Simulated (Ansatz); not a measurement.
The input, for Ansatz 0.2.0:

```yaml
crystal:
  periodic: [false, false, false]
  atoms:
    - {symbol: B, position_ang: [0.000000, 0.000000, 1.051329]}
    - {symbol: Al, position_ang: [0.000000, 0.000000, -0.857484]}
    - {symbol: H, position_ang: [0.000000, 0.000000, 2.234417]}
    - {symbol: H, position_ang: [0.000000, 0.000000, -2.428262]}
basis:
  gaussian: {orbitals: 6-31G}
magnetization: {spin_polarized: false}
correlation: {method: ccsdtq, electrons: outside_noble_gas}
```

```sh
$ ansatz run in.yaml --threads 1 --pin off --events-out ev --progress --plain --max-ram 2393MiB
```

**Question.** Roughly how long does this take on 1 thread of AMD EPYC 7B13, shared host, and how much host memory?

**Answer.** 11 s wall and 0.17 GiB.

```
539 factors; integrals over basis functions are off by at most 7.8e-8 eV
mean field evaluation 1: about -7280.1275 eV, gradient 1.0e1 eV
mean field evaluation 2: about -7280.1294 eV, gradient 1.0e1 eV
mean field evaluation 4: about -7280.8155 eV, gradient 1.0e0 eV
mean field evaluation 8: about -7280.8226 eV, gradient 1.0e-3 eV
mean field evaluation 16: about -7279.5540 eV, gradient 1.1e1 eV
mean field evaluation 32: about -7280.6195 eV, gradient 6.6e0 eV
mean field -7280.82256402 eV, -267.5652941088 hartree, gradient 4.6e-6 eV, S^2 0.000000; 2 other end points of the search recorded, 0 dependent functions left out; unrestricted orbitals would lower it
6 core orbitals not correlated: weight in the atoms' cores, before any rotation towards them, 1.000 or more for the frozen orbitals, at most 0.000 for the correlated occupied ones
reference -7280.82256402 eV, -267.5652941088 hartree; 4, 4 occupied and 16, 16 virtual orbitals, 539 factors
second order -2.24518779 eV of doubles, -0.00000000 eV of singles
cycle   1  -2.72089604 eV  change   -4.8e-1 eV  update   8.0e-2
cycle   2  -3.10352362 eV  change   -3.8e-1 eV  update   4.2e-2
cycle   3  -3.12465873 eV  change   -2.1e-2 eV  update   1.4e-2
cycle   4  -3.13028498 eV  change   -5.6e-3 eV  update   9.0e-3
cycle   5  -3.13257986 eV  change   -2.3e-3 eV  update   7.6e-3
cycle   6  -3.13313941 eV  change   -5.6e-4 eV  update   7.5e-3
cycle   7  -3.13402524 eV  change   -8.9e-4 eV  update   7.4e-3
cycle   8  -3.14092267 eV  change   -6.9e-3 eV  update   7.4e-3
cycle   9  -3.17983254 eV  change   -3.9e-2 eV  update   7.3e-3
cycle  10  -3.25021195 eV  change   -7.0e-2 eV  update   6.9e-3
cycle  11  -3.21881122 eV  change    3.1e-2 eV  update   1.9e-2
cycle  12  -3.22511919 eV  change   -6.3e-3 eV  update   3.8e-3
cycle  13  -3.22288789 eV  change    2.2e-3 eV  update   2.3e-3
cycle  14  -3.22621630 eV  change   -3.3e-3 eV  update   1.8e-3
cycle  15  -3.22651825 eV  change   -3.0e-4 eV  update   5.3e-4
cycle  16  -3.22649549 eV  change    2.3e-5 eV  update   1.8e-4
cycle  17  -3.22668511 eV  change   -1.9e-4 eV  update   9.5e-5
cycle  18  -3.22669033 eV  change   -5.2e-6 eV  update   2.3e-5
cycle  19  -3.22668769 eV  change    2.6e-6 eV  update   1.7e-5
cycle  20  -3.22668532 eV  change    2.4e-6 eV  update   7.1e-6
cycle  21  -3.22667827 eV  change    7.0e-6 eV  update   3.7e-6
cycle  22  -3.22667917 eV  change   -9.0e-7 eV  update   1.4e-6
cycle  23  -3.22667833 eV  change    8.4e-7 eV  update   1.0e-6
cycle  24  -3.22667819 eV  change    1.4e-7 eV  update   4.6e-7
WARN: these amplitudes may be one of several solutions (largest doubles amplitude 0.89, level shift 0.00 eV)
Total energy: -7284.04924221 eV, -267.6838723452 hartree
```

For the same geometry and basis full CI lies 1.7 meV lower. By full CI's occupations no single determinant describes the state well. The program flagged this run's energy as in doubt. The determinant fills πx and πy unequally, so it is a mixture of Σ and Δ.
